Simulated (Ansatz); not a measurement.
**SiPN (triplet): the correlation ladder, cc-pVDZ**

Aim: climb from Hartree-Fock through coupled cluster for SiPN (triplet) at one geometry and basis, and see what each rung misses.

Computed with Ansatz 0.2.0, Gaussian basis. Level: cc-pVDZ, core rule «outside noble gas», up to 11 orbitals frozen.

The runs, in order: UHF; CCSD(T) on ROHF; CCSD(T) on UHF; BCCD(T) on ROHF; CISD; CCSDT(Q) on ROHF; CCSDT(Q) on UHF.

25 further runs of the same task are left out: 8 for a known fault of the program, 8 that didn't finish, 9 set aside as unsound or not needed.

**1. The system**

The geometry is a PBE0/def2-TZVP stationary point (not a proven minimum) of the parent state, kept for this charge and spin.

3 atoms, charge 0, spin multiplicity 3.

Atoms are counted from 1 here; the program's logs count them from 0.

Bond lengths: P1–N2 1.566 Å, N2–Si3 1.632 Å. Angles: P1–N2–Si3 180.0°.

**2. UHF**

The input, in.yaml:

```yaml
crystal:
  periodic: [false, false, false]
  atoms:
    - {symbol: P, position_ang: [0.000000, 0.000000, 1.588200]}
    - {symbol: N, position_ang: [0.000000, 0.000000, 0.021900]}
    - {symbol: Si, position_ang: [0.000000, 0.000000, -1.610100]}
basis:
  gaussian: {orbitals: cc-pVDZ}
magnetization: {spin_polarized: true, initial_magnetization: 2}
hamiltonian: {xc: hf}
output: {orbitals: {seedname: orbitals}}
```

Launch:

```
ansatz run in.yaml --threads 1 --pin off --events-out ev --progress --plain --max-ram 2393MiB
```

Further steps of the session: CCSD(T) on ROHF; CCSD(T) on UHF; BCCD(T) on ROHF; CISD; CCSDT(Q) on ROHF; CCSDT(Q) on UHF.

Before running them: what should the planned runs give, taken together? Wanted: RCCSDT(Q) below the RHF energy; RMP2 from RCCSDT(Q); UMP2 from RCCSDT(Q); RCCSD from RCCSDT(Q); RCCSD(T) from RCCSDT(Q); UCCSD(T) from RCCSDT(Q); UCCSDT(Q) from RCCSDT(Q); T1 diagnostic.

The runs gave:

```
                         quantity        value
   RCCSDT(Q) below the RHF energy  -10.3545 eV
              RMP2 from RCCSDT(Q)  +1232.6 meV
              UMP2 from RCCSDT(Q)  +1408.4 meV
             RCCSD from RCCSDT(Q)   +562.7 meV
          RCCSD(T) from RCCSDT(Q)    +81.5 meV
          UCCSD(T) from RCCSDT(Q)   +104.4 meV
         UCCSDT(Q) from RCCSDT(Q)     -6.4 meV
levels within 1 kcal/mol (43 meV)    UCCSDT(Q)
                    T1 diagnostic        0.052
```

**Reading.** RCCSD(T) lands +81.5 meV from the yardstick (0.8 % of the correlation energy). CCSD(T) misses by +81.5 meV on the restricted determinant and by +104.4 meV on the unrestricted one; the two need not hold the same state or core. These misses are within one basis, not against nature; the frozen cores of restricted and unrestricted runs differ, which can shift their rows.
